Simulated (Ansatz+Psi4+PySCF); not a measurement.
# singlet NaCl in separate pieces: levels of theory in one basis

```xyz
2

Na    0.0000    0.0000   -1.4517
Cl    0.0000    0.0000    5.7213
```

Basis set: cc-pCVTZ on Na; cc-pV(T+d)Z on Cl (spherical functions). Correlated methods keep 6 orbitals frozen. Charge 0, multiplicity 1.

Computed with Ansatz (development build ahead of 0.2.0); each method stands on the lowest determinant of its kind that the runs found.

```
     method  E − E(RHF) (eV)  <S²> of the determinant
        RHF             0.00                     0.00
        UHF            -0.76                     1.01
    RHF-MP2           -12.50                        –
   RHF-CCSD           -13.07                        –
RHF-CCSD(T)           -13.36                        –
```

(1) What does UHF-MP2 give on the same scale?

(2) Is a single determinant a sound starting point here?

## Answers

(1) -12.30 eV.

(2) It is doubtful. Unrestricted orbitals lower Hartree–Fock by 0.76 eV and <S²> is 1.01 where a pure state has 0.00, a sign of strong static correlation.

Caution for RHF, RHF-MP2, RHF-CCSD, RHF-CCSD(T): an unrestricted determinant lies well below. Caution for UHF, UHF-MP2: the unrestricted determinant is a mixture of spin states. Caution for UHF-MP2: bonds are stretched, where a single reference can fail; a plain start can end on a higher determinant; another reference gives a lower total.
